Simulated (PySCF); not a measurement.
**How exact exchange moves a shielding**

Molecule: `C(=C)(Cl)COC`, C$_{4}$H$_{7}$ClO.

Geometry (Å), atoms numbered from 1 in this order:
```xyz
13

C     2.1713   -0.2681    0.2156
C     1.6312    0.6476   -0.5821
Cl    2.5975    1.6664   -1.6068
C     0.1672    0.9311   -0.7191
O    -0.5613    0.1021    0.1226
C    -1.9386    0.2983    0.0405
H     1.5074   -0.8751    0.8327
H     3.2502   -0.4203    0.2629
H    -0.0090    2.0046   -0.4918
H    -0.1216    0.7914   -1.7832
H    -2.3246    0.1047   -0.9797
H    -2.4191   -0.4040    0.7350
H    -2.2282    1.3291    0.3250
```

GIAO shieldings (ppm, equivalent atoms averaged) in PySCF 2.14.0 with density-fitted response routines on the PBE0-D3(BJ)/def2-SVP geometry, basis pcSseg-1, gas phase, non-relativistic:

| functional | exact exchange (%) | σ(C4) | σ(C6) | σ(Cl3) | σ(O5) |
| --- | --- | --- | --- | --- | --- |
| BLYP | 0 | 94.6 | 113.7 | 677.0 | 292.8 |
| BP86 | 0 | 100.2 | 118.7 | 688.4 | 300.5 |
| PBE | 0 | 100.5 | 119.3 | 687.9 | 299.2 |
| B3LYP | 20 | 101.4 | 119.5 | 708.9 | 306.8 |
| mPW1PW91 | 25 | 107.7 | 124.8 | 725.5 | 314.2 |
| BHandHLYP | 50 | 110.1 | 126.7 | 752.0 | 322.9 |
| HF | 100 | 123.9 | 137.7 | 818.3 | 343.1 |

Question: Fit each shielding as a line in the percentage of exact exchange.

Answer: σ(C4) = 98.4 + 0.25 x (rms 2.3 ppm); σ(C6) = 117.2 + 0.20 x (rms 2.0 ppm); σ(Cl3) = 685.2 + 1.34 x (rms 4.5 ppm); σ(O5) = 298.5 + 0.46 x (rms 2.9 ppm). The functionals also differ in their semilocal parts, which the line can't hold; Hartree–Fock has no correlation at all.

Question: What does the line predict for PBE0 (25 %), and what does the run give?

Answer: σ(C4): 104.7 predicted, 108.3 computed; σ(C6): 122.2 predicted, 125.7 computed; σ(Cl3): 718.7 predicted, 726.7 computed; σ(O5): 310.0 predicted, 315.0 computed ppm.
